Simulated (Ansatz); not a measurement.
Species: N2H5, net charge 1, singlet state. It need not be the lowest isomer of its formula. 
Geometry from a B3LYP-D3(BJ)/def2-TZVP (Ansatz, an electronic-structure program) optimisation:
```xyz
7

N     -0.0563     0.6586    -0.0048
N      0.0255    -0.7802    -0.0850
H      0.3011     1.0868     0.8607
H     -1.0373     0.9325    -0.1236
H     -0.5052    -1.1737     0.6877
H      1.0016    -1.0500     0.0045
H      0.4552     1.0550    -0.8004
```
Charge +1, spin multiplicity 1.

Basis-set convergence of Hartree-Fock and CCSD(T) correlation energies (hartree) with Ansatz. Cores are frozen in the correlated levels unless marked. Spin-orbit coupling is left out. No relativistic terms.

| basis | functions | E(HF) | E(corr, CCSD(T)) |
|---|---|---|---|
| def2-SVP | 53 | -111.44474 | -0.38536 |
| def2-TZVPP | 132 | [?] | [?] |

Q: Fill in the missing entries.

A: 
- def2-TZVPP, E(HF): -111.57935
- def2-TZVPP, E(corr, CCSD(T)): -0.46847
